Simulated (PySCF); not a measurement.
Gas-phase reaction: C3H4 (propyne) + 4 Cl2 = 2 CH2Cl2 + CCl4

Energies from PySCF (xtb for GFN2), thermal terms from the rigid-rotor harmonic-oscillator model, ideal gas at 1 bar. The comparison is the NASA 1993 polynomial table, which mixes measured and estimated data. † marks an energy on the PBE0/def2-TZVP geometry and frequencies; other levels use their own. MP2 freezes the core. All species are closed-shell singlets. MP2 isn't extrapolated to the basis-set limit.

Levels: a) ωB97X-V/def2-TZVP†; b) MP2/def2-SVP†; c) M06-2X/def2-TZVP†; d) MP2/def2-TZVPP†; e) GFN2-xTB.

Problem. Order the levels by the distance of their ΔH°(298 K) from the table for this reaction, closest first.

Solution. c (-0 kJ), a (-35 kJ), d (-60 kJ), b (-93 kJ), e (+175 kJ)

The table gives -471 kJ. The order holds for this reaction alone, and for the 1993 entries, some of which have been revised since.
